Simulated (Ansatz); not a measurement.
H7NSi2 (`N[SiH2][SiH3]`) at its PBE0-D4/def2-TZVP geometry, where that method's forces vanish. Charge 0, multiplicity 1.

```tsv
atom	x (Å)	y (Å)	z (Å)
N1	-1.578	0.605	-0.590
Si2	0.043	0.877	-0.067
Si3	0.980	-1.175	0.560
H4	-1.767	-0.110	-1.273
H5	-2.198	1.390	-0.716
H6	-0.013	1.807	1.093
H7	0.950	1.512	-1.075
H8	0.861	-2.154	-0.557
H9	0.295	-1.744	1.751
H10	2.426	-1.007	0.874
```

Question: For each bond, give half the difference of the two atoms' forces along it (eV/Å; positive pushes the atoms apart) under PBE-D4, r2SCAN-D4, B3LYP-D4, ωB97M-V in def2-TZVPP. (Estimate.)

Answer: Computed: 
| bond | length (Å) | PBE-D4 | r2SCAN-D4 | B3LYP-D4 | ωB97M-V |
| --- | --- | --- | --- | --- | --- |
| N1–Si2 | 1.724 | 0.09 | 0.01 | 0.12 | 0.14 |
| N1–H4 | 1.007 | 0.20 | 0.02 | -0.01 | -0.03 |
| N1–H5 | 1.008 | 0.20 | 0.02 | -0.01 | -0.03 |
| Si2–Si3 | 2.341 | -0.10 | 0.01 | 0.09 | 0.03 |
| Si2–H6 | 1.488 | 0.08 | -0.02 | -0.11 | -0.14 |
| Si2–H7 | 1.497 | 0.04 | -0.01 | -0.10 | -0.14 |
| Si3–H8 | 1.491 | 0.09 | -0.01 | -0.07 | -0.09 |
| Si3–H9 | 1.488 | 0.09 | -0.01 | -0.07 | -0.10 |
| Si3–H10 | 1.489 | 0.09 | -0.02 | -0.07 | -0.10 |

B3LYP here is the variant with VWN-RPA as its local correlation; programs differ in this.
